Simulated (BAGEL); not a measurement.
# C3H6S ((methylthio)ethene) at HF/def2-SVP (density fitting with qzvpp-jkfit)

What is the vertical ionisation energy of C3H6S ((methylthio)ethene) at HF/def2-SVP (density fitting with qzvpp-jkfit)? 

The results are computed with BAGEL 1.2.2.

2 further runs of the same task are left out: 2 set aside as unsound or not needed.

**1. The molecule**

The species is C3H6S (10 atoms), meant as a singlet with charge 0. As SMILES, `C=CSC`. The shape is that of a PBE0-D4/def2-TZVP optimisation. This is one conformer, not always the lowest.

Bond lengths: C1–C2 1.328 Å, C2–S3 1.743 Å, S3–C4 1.798 Å, C1–H5 1.083 Å, C1–H6 1.084 Å, C2–H7 1.087 Å, C4–H8 1.090 Å, C4–H9 1.090 Å, C4–H10 1.091 Å. Some angles: C1–C2–S3 124.2°, C2–S3–C4 100.4°, C1–C2–H7 120.7°, S3–C2–H7 115.0°, C2–C1–H5 120.4°, C2–C1–H6 122.0°, S3–C4–H8 111.4°, S3–C4–H9 106.7°, S3–C4–H10 110.9°, H5–C1–H6 117.6°.

**2. A single-point energy at HF/def2-SVP (density fitting with qzvpp-jkfit)**

File input.json:

```json
{ "bagel" : [

{
  "title" : "molecule",
  "basis" : "svp",
  "df_basis" : "qzvpp-jkfit",
  "angstrom" : true,
  "geometry" : [
    { "atom" : "C", "xyz" : [   -0.656500,    1.908400,   -0.637400 ] },
    { "atom" : "C", "xyz" : [   -0.509800,    0.669100,   -0.182300 ] },
    { "atom" : "S", "xyz" : [    0.790800,    0.154500,    0.857600 ] },
    { "atom" : "C", "xyz" : [    0.782200,   -1.615100,    0.538900 ] },
    { "atom" : "H", "xyz" : [   -1.531000,    2.179900,   -1.215600 ] },
    { "atom" : "H", "xyz" : [    0.073900,    2.684200,   -0.437900 ] },
    { "atom" : "H", "xyz" : [   -1.252100,   -0.094500,   -0.401500 ] },
    { "atom" : "H", "xyz" : [    1.073700,   -1.835800,   -0.488100 ] },
    { "atom" : "H", "xyz" : [    1.510500,   -2.058900,    1.217900 ] },
    { "atom" : "H", "xyz" : [   -0.198600,   -2.043300,    0.751300 ] }
  ]
},
{
  "title" : "hf"
},
{
  "title" : "print",
  "file" : "orbitals.molden",
  "orbitals" : true
}

]}
```

Launch:

```console
$ BAGEL_NUM_THREADS=1 BAGEL input.json > input.out
```

The log of the run:

```text
* using 1 threads per process

  ===============================================================
  ===============================================================

  *** Geometry ***

  { "atom" : "C", "xyz" : [     -1.240605,      3.606353,     -1.204511 ] },
  { "atom" : "C", "xyz" : [     -0.963382,      1.264416,     -0.344497 ] },
  { "atom" : "S", "xyz" : [      1.494395,      0.291963,      1.620629 ] },
  { "atom" : "C", "xyz" : [      1.478144,     -3.052097,      1.018373 ] },
  { "atom" : "H", "xyz" : [     -2.893171,      4.119414,     -2.297151 ] },
  { "atom" : "H", "xyz" : [      0.139651,      5.072403,     -0.827511 ] },
  { "atom" : "H", "xyz" : [     -2.366126,     -0.178579,     -0.758725 ] },
  { "atom" : "H", "xyz" : [      2.028999,     -3.469159,     -0.922375 ] },
  { "atom" : "H", "xyz" : [      2.854431,     -3.890757,      2.301497 ] },
  { "atom" : "H", "xyz" : [     -0.375300,     -3.861277,      1.419751 ] },

  Number of auxiliary basis functions:      461

  Since a DF basis is specified, we compute 2- and 3-index integrals:
    o Being stored without compression. Storage requirement is 0.030 GB

  Number of basis functions:       90
  Number of electrons      :       40

    * METHOD: MOLECULE                             0.19

  *** RHF ***

  === Nuclear Repulsion ===
   154.0042642880

      * DIIS with orbital gradients will be used.

  === RHF iteration (svp) ===
      0       -514.25513910          0.01343988           0.06
      1       -514.36211066          0.00589035           0.06
      2       -514.38051329          0.00135568           0.06
      3       -514.38232153          0.00033957           0.06
      4       -514.38241143          0.00011178           0.06
      5       -514.38243923          0.00005231           0.06
      6       -514.38244315          0.00001571           0.06
      7       -514.38244352          0.00000488           0.05
      8       -514.38244355          0.00000150           0.06
      9       -514.38244355          0.00000068           0.06
     10       -514.38244355          0.00000021           0.06
     11       -514.38244355          0.00000009           0.06
     12       -514.38244355          0.00000003           0.06
     13       -514.38244355          0.00000001           0.05
     14       -514.38244355          0.00000000           0.06
    * SCF iteration converged.

    * Permanent dipole moment:
           (    0.252483,     0.514721,     0.277048) a.u.

    * METHOD: HF                                   1.00

    * METHOD: PRINT                                0.01

  ===============================================================
```

Run time: 1.4 s. Hardware: 1 thread of Arm Neoverse V2, shared host; peak memory 0.12 GiB.

**3. The doublet cation**

File job.json:

```json
{ "bagel": [

{
  "title": "molecule",
  "basis": "svp",
  "df_basis": "qzvpp-jkfit",
  "angstrom": true,
  "geometry": [
    { "atom": "C", "xyz": [      -0.656500,       1.908400,      -0.637400 ] },
    { "atom": "C", "xyz": [      -0.509800,       0.669100,      -0.182300 ] },
    { "atom": "S", "xyz": [       0.790800,       0.154500,       0.857600 ] },
    { "atom": "C", "xyz": [       0.782200,      -1.615100,       0.538900 ] },
    { "atom": "H", "xyz": [      -1.531000,       2.179900,      -1.215600 ] },
    { "atom": "H", "xyz": [       0.073900,       2.684200,      -0.437900 ] },
    { "atom": "H", "xyz": [      -1.252100,      -0.094500,      -0.401500 ] },
    { "atom": "H", "xyz": [       1.073700,      -1.835800,      -0.488100 ] },
    { "atom": "H", "xyz": [       1.510500,      -2.058900,       1.217900 ] },
    { "atom": "H", "xyz": [      -0.198600,      -2.043300,       0.751300 ] }
  ]
},

{
  "title": "uhf",
  "charge": 1,
  "nopen": 1
},

{
  "title": "print",
  "file": "orbitals.molden",
  "orbitals": true
}

]}
```

Launch:

```console
$ BAGEL_NUM_THREADS=1 BAGEL job.json > job.out
```

The log of the run:

```text
* using 1 threads per process

  ===============================================================
  ===============================================================

  *** Geometry ***

  { "atom" : "C", "xyz" : [     -1.240605,      3.606353,     -1.204511 ] },
  { "atom" : "C", "xyz" : [     -0.963382,      1.264416,     -0.344497 ] },
  { "atom" : "S", "xyz" : [      1.494395,      0.291963,      1.620629 ] },
  { "atom" : "C", "xyz" : [      1.478144,     -3.052097,      1.018373 ] },
  { "atom" : "H", "xyz" : [     -2.893171,      4.119414,     -2.297151 ] },
  { "atom" : "H", "xyz" : [      0.139651,      5.072403,     -0.827511 ] },
  { "atom" : "H", "xyz" : [     -2.366126,     -0.178579,     -0.758725 ] },
  { "atom" : "H", "xyz" : [      2.028999,     -3.469159,     -0.922375 ] },
  { "atom" : "H", "xyz" : [      2.854431,     -3.890757,      2.301497 ] },
  { "atom" : "H", "xyz" : [     -0.375300,     -3.861277,      1.419751 ] },

  Number of auxiliary basis functions:      461

  Since a DF basis is specified, we compute 2- and 3-index integrals:
    o Being stored without compression. Storage requirement is 0.030 GB

  Number of basis functions:       90
  Number of electrons      :       40

    * METHOD: MOLECULE                             0.19

  *** Open-shell HF ***

  === Nuclear Repulsion ===
   154.0042642880

      * DIIS with orbital gradients will be used.

  === UHF iteration (svp) ===
      0       -513.95935627          0.02638198           0.11
      1       -514.07951589          0.01296605           0.11
      2       -514.10349226          0.00630476           0.12
      3       -514.11075960          0.00108745           0.12
      4       -514.11229791          0.00033231           0.12
      5       -514.11267730          0.00020973           0.11
      6       -514.11310348          0.00017532           0.12
      7       -514.11332814          0.00014140           0.12
      8       -514.11362839          0.00005345           0.12
      9       -514.11366986          0.00002699           0.11
     10       -514.11367664          0.00001295           0.12
     11       -514.11367749          0.00000873           0.11
     12       -514.11367857          0.00000405           0.11
     13       -514.11367888          0.00000179           0.11
     14       -514.11367894          0.00000073           0.12
     15       -514.11367895          0.00000026           0.12
     16       -514.11367895          0.00000014           0.12
     17       -514.11367895          0.00000008           0.11
     18       -514.11367895          0.00000005           0.12
     19       -514.11367895          0.00000003           0.12
     20       -514.11367895          0.00000002           0.11
     21       -514.11367895          0.00000001           0.11
    * SCF iteration converged.

    * S^2 (UHF) is 0.8815

    * Permanent dipole moment:
           (    0.200254,     0.225540,     0.216322) a.u.

    * METHOD: UHF                                  2.67

    * METHOD: PRINT                                0.01

  ===============================================================
```

It took 3.3 s on 1 thread of Arm Neoverse V2, shared host; peak memory 0.12 GiB.

**4. What came out**

At HF/def2-SVP (density fitting with qzvpp-jkfit):

| quantity | value |
| --- | --- |
| singlet C3H6S: total energy | -514.38244 Eh |
| singlet C3H6S: dipole moment | 1.62 D |
| singlet C3H6S: HOMO energy | -8.53 eV |
| singlet C3H6S: LUMO energy | 4.16 eV |
| singlet C3H6S: HOMO–LUMO gap | 12.68 eV |
| doublet cation: total energy | -514.11368 Eh |
| doublet cation: ⟨S²⟩ | 0.881 |
| vertical ionisation energy (to the doublet cation) | 7.313 eV |

**Reading.** Removing an electron at fixed nuclei costs 7.31 eV (169 kcal/mol). The negative HOMO energy of the first species, 8.53 eV, lies 1.21 eV above that difference. ⟨S²⟩ (doublet cation) is 0.88 where a pure doublet has 0.75: the reference is spin-contaminated.
